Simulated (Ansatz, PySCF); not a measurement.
Dimer: C5H10 (SMILES C1CCCC1) (first 15 atoms) with C5H12 (SMILES CC(C)(C)C); geometry from S66by8 set.
(charge 0, multiplicity 1):
```xyz
32

C      0.78506    -1.04812    -3.35598
H      0.83870    -1.14812    -4.44173
H      1.47654    -1.77024    -2.92400
C      1.10203     0.39889    -2.94406
H      1.82328     0.86408    -3.61327
H      1.54071     0.41376    -1.94663
C     -0.25942     1.13962    -2.94074
H     -0.27294     1.97480    -3.63840
H     -0.46366     1.55093    -1.95273
C     -1.31357     0.07775    -3.30441
H     -1.48842     0.07918    -4.38172
H     -2.27159     0.25197    -2.81656
C     -0.66174    -1.24613    -2.90741
H     -1.13930    -2.11369    -3.36073
H     -0.70088    -1.37135    -1.82350
C      0.06692     0.13032     3.00282
C     -0.02943    -0.02177     4.51846
H      0.96312    -0.03724     4.97082
H     -0.58835     0.80611     4.95689
H     -0.53659    -0.95044     4.78381
C      0.78097     1.43722     2.66719
H      0.86249     1.57072     1.58751
H      0.23750     2.29191     3.07269
H      1.78857     1.44787     3.08543
C     -1.33810     0.15014     2.40550
H     -1.30117     0.26733     1.32165
H     -1.92040     0.97756     2.81384
H     -1.86800    -0.77765     2.62683
C      0.85481    -1.04317     2.42548
H      0.35959    -1.99016     2.64572
H      0.94966    -0.95599     1.34234
H      1.85953    -1.08057     2.84923
```

Interaction energies are E(AB) − E(A) − E(B) at the monomers' geometry in the complex; basis-set methods are counterpoise corrected. Rows marked so take none.

Rows in 6-31G* carry no dispersion term and start afresh at each structure (6-31G* with six Cartesian d functions).

Run with Ansatz (Gaussian basis) for Hartree–Fock, density functionals and correlated methods; PySCF for 6-31G* rows, the dispersion terms. 

**Question.** Give the interaction energy at the level BP86/6-31G* (no counterpoise).

**Answer.** 6 meV

Ansatz is a quantum-chemistry and plane-wave program.
